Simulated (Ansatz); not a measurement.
**A relaxation, step by step**

CH$_{4}$OS (SMILES S.C=O), closed shell, PBE0-D4/def2-TZVP (Ansatz 0.2.0). Settings:

```yaml
hamiltonian: {xc: pbe0, dispersion: d4}
relax: {f_tol: 0.005, max_steps: 200}
```

Start (the SMILES describes the start alone):

S1  (0.608, -0.380, -2.084)
H2  (0.386, 0.577, -1.128)
H3  (-0.722, -0.469, -2.356)
C4  (-0.068, 0.062, 1.395)
O5  (-0.056, 1.145, 0.848)
H6  (-0.260, -0.043, 2.502)
H7  (0.112, -0.893, 0.822)
(Å)

| step | energy less the last (meV) | largest force component (eV/Å) |
| --- | --- | --- |
| 1 | 41.0 | 1.211 |
| 2 | 4.1 | 0.234 |
| 3 (rejected trial) | 211.4 | 2.666 |
| 4 | 1.7 | 0.063 |
| 5 | 1.0 | 0.045 |
| 6 | 0.4 | 0.044 |
| 7 | 0.0 | 0.008 |
| 8 | 0.0 | 0.003 |

Step 2, positions (Å) and forces (eV/Å):

| atom | x | y | z | Fx | Fy | Fz |
| --- | --- | --- | --- | --- | --- | --- |
| S1 | 0.602 | -0.368 | -2.159 | -0.234 | 0.169 | 0.162 |
| H2 | 0.384 | 0.562 | -1.193 | 0.041 | -0.183 | -0.194 |
| H3 | -0.713 | -0.464 | -2.441 | 0.190 | 0.016 | 0.035 |
| C4 | -0.070 | 0.059 | 1.452 | 0.044 | 0.016 | -0.027 |
| O5 | -0.054 | 1.122 | 0.894 | -0.019 | -0.177 | 0.105 |
| H6 | -0.265 | -0.022 | 2.544 | 0.021 | 0.014 | -0.181 |
| H7 | 0.116 | -0.889 | 0.901 | -0.044 | 0.146 | 0.100 |

Step 4, positions (Å) and forces (eV/Å):

```tsv
atom	x	y	z	Fx	Fy	Fz
S1	0.593	-0.385	-2.113	-0.063	0.024	-0.011
H2	0.364	0.565	-1.182	0.011	-0.046	-0.031
H3	-0.702	-0.429	-2.469	0.058	-0.001	0.010
C4	-0.064	0.053	1.446	0.019	-0.032	-0.007
O5	-0.067	1.101	0.864	-0.015	0.014	0.056
H6	-0.253	-0.004	2.537	0.007	-0.004	-0.057
H7	0.130	-0.902	0.918	-0.018	0.046	0.040
```

Step 7, positions (Å) and forces (eV/Å):

```json
{"atom": "S1", "x": "0.599", "y": "-0.394", "z": "-2.131", "Fx": "-0.007", "Fy": "0.004", "Fz": "0.002"}
{"atom": "H2", "x": "0.354", "y": "0.550", "z": "-1.201", "Fx": "0.006", "Fy": "0.002", "Fz": "0.006"}
{"atom": "H3", "x": "-0.688", "y": "-0.435", "z": "-2.508", "Fx": "0.000", "Fy": "-0.006", "Fz": "-0.007"}
{"atom": "C4", "x": "-0.066", "y": "0.061", "z": "1.465", "Fx": "0.002", "Fy": "-0.005", "Fz": "-0.008"}
{"atom": "O5", "x": "-0.079", "y": "1.119", "z": "0.903", "Fx": "0.001", "Fy": "0.003", "Fz": "0.004"}
{"atom": "H6", "x": "-0.224", "y": "-0.017", "z": "2.557", "Fx": "-0.002", "Fy": "0.005", "Fz": "0.001"}
{"atom": "H7", "x": "0.104", "y": "-0.885", "z": "0.916", "Fx": "0.001", "Fy": "-0.003", "Fz": "0.001"}
```

Last step (8):

S1  (0.595, -0.396, -2.129)
H2  (0.351, 0.547, -1.197)
H3  (-0.690, -0.430, -2.514)
C4  (-0.064, 0.061, 1.464)
O5  (-0.074, 1.119, 0.901)
H6  (-0.235, -0.016, 2.555)
H7  (0.117, -0.885, 0.919)
(Å)

The run took about 9 s on 2 CPU threads of an Intel Xeon 6975P-C (shared host).
